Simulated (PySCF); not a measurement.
SMILES C(=C/C)/C (C4H8), GFN2-xTB optimised geometry. Atoms within 1.6 Å of the plane z = 1.2 Å (x, y, z in Å): C1 (1.48, -1.00, 0.00), C2 (-0.01, -1.00, 0.00), C3 (-0.82, 0.05, 0.00), C4 (-0.45, 1.50, 0.00), H5 (1.85, -1.54, 0.87), H7 (1.89, 0.01, 0.02), H8 (-0.45, -1.99, 0.00), H9 (-1.89, -0.13, 0.00), H10 (-0.88, 1.99, 0.88), H12 (0.62, 1.65, 0.01).

Level of theory: PBE0/def2-TZVP run with PySCF 2.14.0.

Map of the Laplacian of the electron density (e/bohr⁵) on the plane z = 1.2 Å:

```
|                         |
|                         |
|                         |
|         ..              |
|        :==:.            |
|       :*%%*-.           |
|       -#+*%+:.          |
|       :###@*-.          |
|       :+%@%+:.          |
|       .-=++-:.          |
|       .:-=-:.           |
|      .:-==-:.. ...      |
|      .:-==-::...:..     |
|      .::----:::---.     |
|       .::--=--=**+-.    |
|        .::-===*@@%+:    |
|         .:---=*@*##:    |
|         ..:::-+%%@#:    |
|          .....:+##=.    |
|           .   ..::.     |
|                         |
|                         |
|                         |
|                         |
|                         |
```
Scale: ten equal steps from 0.000 (start of ' ') to 0.102 (end of '@'), in the order ' .:-=+*#%@'; x runs from -4.00 to 4.00, y from -4.00 (bottom) to 4.00 (top).
